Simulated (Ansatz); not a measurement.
# CHOSi+ (triplet): wave-function methods side by side, def2-TZVPP

One table from this session's results is given with a row withheld; the runs are named, their logs left out.

Computed with Ansatz 0.2.0, Gaussian basis. Level: def2-TZVPP, core rule «outside noble gas», up to 7 orbitals frozen.

To be run: UHF; ROHF; CCSD(T) on UHF.

2 further runs of the same task are left out: 2 set aside as unsound or not needed.

## The geometry

The geometry is a PBE0/def2-TZVP stationary point (not a proven minimum) of the parent state, kept for this charge and spin.

4 atoms, charge 1, spin multiplicity 3.

Atoms are counted from 1 here; the program's logs count them from 0.

Bond lengths: C1–Si2 1.734 Å, C1–H4 1.091 Å, Si2–O3 1.512 Å. Angles: Si2–C1–H4 122.7°, C1–Si2–O3 156.4°.

Coordinates:

| atom | x (Å) | y (Å) | z (Å) |
| --- | --- | --- | --- |
| C1 | 0.0000 | -0.2525 | 1.7044 |
| Si2 | 0.0000 | 0.1531 | 0.0188 |
| O3 | 0.0000 | -0.1108 | -1.4695 |
| H4 | 0.0000 | 0.5015 | 2.4924 |

Set-up of the first run:

File in.yaml:

```yaml
crystal:
  periodic: [false, false, false]
  atoms:
    - {symbol: C, position_ang: [0.000000, -0.252496, 1.704393]}
    - {symbol: Si, position_ang: [0.000000, 0.153083, 0.018811]}
    - {symbol: O, position_ang: [0.000000, -0.110768, -1.469523]}
    - {symbol: H, position_ang: [0.000000, 0.501477, 2.492415]}
basis:
  gaussian: {orbitals: def2-TZVPP}
total_charge: 1
magnetization: {spin_polarized: true, initial_magnetization: 2}
hamiltonian: {xc: hf}
output: {orbitals: {seedname: orbitals}}
```

Run with:

```bash
> ansatz run in.yaml --threads 1 --pin off --events-out ev --progress --plain --max-ram 4096MiB --backend cpu
```

Among the steps run: UHF; ROHF; CCSD(T) on UHF.

One table of the session follows, with a row left open; its other results are not shown here.

| method | from UCCSD(T) (meV) |
| --- | --- |
| ROHF | +12856.5 |
| UHF | ? |
| UMP2 | +2030.8 |
| UCCSD | +582.4 |
| UCCSD(T) | 0 |

Q: Estimate the row for UHF from the others.

As computed: from UCCSD(T) (meV): +12506.6. In the column «from UCCSD(T) (meV)» it lies between UMP2 (+2030.8) and ROHF (+12856.5).
